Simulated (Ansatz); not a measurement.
in.yaml

```yaml
crystal:
  periodic: [false, false, false]
  atoms:
    - {symbol: Br, position_ang: [0.000000, 0.000000, 0.000000]}
    - {symbol: Be, position_ang: [0.000000, 0.000000, 4.964000]}
basis:
  gaussian: {orbitals: cc-pVDZ}
total_charge: 1
magnetization: {spin_polarized: false, initial_magnetization: 2}
correlation: {method: ccsdt_q, electrons: outside_noble_gas}
```

```sh
$ ansatz run in.yaml --threads 1 --pin off --events-out ev --progress --plain --max-ram 2393MiB
```

Log:

```
712 factors; integrals over basis functions are off by at most 7.6e-8 eV
mean field evaluation 1: about -70385.3910 eV, gradient 1.3e1 eV
mean field evaluation 2: about -70385.3937 eV, gradient 1.3e1 eV
mean field evaluation 4: about -70386.1312 eV, gradient 5.8e-1 eV
mean field evaluation 8: about -70386.1354 eV, gradient 4.4e-1 eV
mean field evaluation 16: about -70386.1421 eV, gradient 8.1e-7 eV
mean field evaluation 32: about -70386.1421 eV, gradient 1.3e-6 eV
mean field evaluation 64: about -70386.1106 eV, gradient 7.8e-1 eV
mean field evaluation 96: about -70386.1421 eV, gradient 2.5e-2 eV
mean field evaluation 128: about -70383.3968 eV, gradient 2.1e-1 eV
mean field evaluation 160: about -70386.1354 eV, gradient 4.4e-1 eV
...
mean field -70386.14206075 eV, -2586.6430112921 hartree, gradient 8.1e-7 eV, S^2 2.000000; 10 other end points of the search recorded, 0 dependent functions left out
...
determinant -70386.14206075 eV, -2586.6430112921 hartree, with singles and doubles -70389.13993697 eV, -2586.7531812108 hartree
determinant -70386.02174122 eV, -2586.6385896306 hartree, with singles and doubles -70389.02111222 eV, -2586.7488144821 hartree
determinant -70383.39508192 eV, -2586.5420616818 hartree, with singles and doubles -70387.09507508 eV, -2586.6780339226 hartree
determinant -70383.39384056 eV, -2586.5420160628 hartree, with singles and doubles -70387.09987753 eV, -2586.6782104092 hartree
determinant -70386.14206075 eV, -2586.6430112921 hartree, with singles and doubles -70389.14157457 eV, -2586.7532413915 hartree
determinant -70386.02174122 eV, -2586.6385896306 hartree, with singles and doubles -70389.02167773 eV, -2586.7488352639 hartree
...
15 core orbitals not correlated: weight in the atoms' cores, before any rotation towards them, 1.000 or more for the frozen orbitals, at most 0.000 for the correlated occupied ones
reference -70386.14206075 eV, -2586.6430112921 hartree; 5, 3 occupied and 21, 23 virtual orbitals, 712 factors
second order -2.56426770 eV of doubles, -0.06468891 eV of singles
...
cycle  14  -3.02979004 eV  change   -2.3e-6 eV  update   6.4e-5
cycle  15  -3.02978785 eV  change    2.2e-6 eV  update   5.3e-5
cycle  16  -3.02978513 eV  change    2.7e-6 eV  update   2.3e-5
cycle  17  -3.02978342 eV  change    1.7e-6 eV  update   9.0e-6
cycle  18  -3.02978293 eV  change    4.9e-7 eV  update   1.1e-5
cycle  19  -3.02978323 eV  change   -3.1e-7 eV  update   6.5e-6
cycle  20  -3.02978371 eV  change   -4.8e-7 eV  update   3.9e-6
cycle  21  -3.02978399 eV  change   -2.8e-7 eV  update   2.9e-6
cycle  22  -3.02978401 eV  change   -2.1e-8 eV  update   1.8e-6
cycle  23  -3.02978395 eV  change    6.5e-8 eV  update   8.0e-7
perturbative correction -0.00380745 eV, -0.0001399211 hartree
Total energy: -70389.17565215 eV, -2586.7544937196 hartree
```

Ran on 1 thread of AMD EPYC, shared host: 23 s wall, 0.23 GiB peak host memory.
